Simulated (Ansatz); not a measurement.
Process, species as SMILES: [SiH2]C (CH3-SiH2) → C[SiH2-] (an electron is taken up)
B3LYP-D3(BJ)/def2-TZVP geometries, fixed; electronic energies without zero-point terms; positive where energy is released.

Effect of a fitting basis named in the input at r2SCAN/aug-cc-pV(T+d)Z with Ansatz (a quantum-chemistry and plane-wave program), against the last row, where the adiabatic electron affinity is 0.90 eV. Open shells are unrestricted. The default fits or decomposes integrals by the program's own choice; accuracy: high also tightens integrals, grids and stops.

```csv
setting,largest shift of a total energy (mEh),shift of the adiabatic electron affinity (eV)
fitting: def2-SV(P)-JKFIT,-0.077,0.000
fitting: def2-universal-JKFIT,-0.077,0.000
fitting: cc-pVTZ-JKFIT,-0.228,0.005
fitting: cc-pVQZ-JKFIT,-0.125,0.003
fitting: cc-pV5Z-JKFIT,-0.060,0.001
fitting: def2-universal-JFIT,-0.250,0.001
accuracy: high,0.001,0.000
accuracy: medium (default),0.000,0.000
```

Within 0.002 eV in the adiabatic electron affinity: fitting: def2-SV(P)-JKFIT; fitting: def2-universal-JKFIT; fitting: cc-pV5Z-JKFIT; fitting: def2-universal-JFIT; accuracy: high. The largest shift is 0.250 mEh in a total energy and 0.005 eV in the difference.
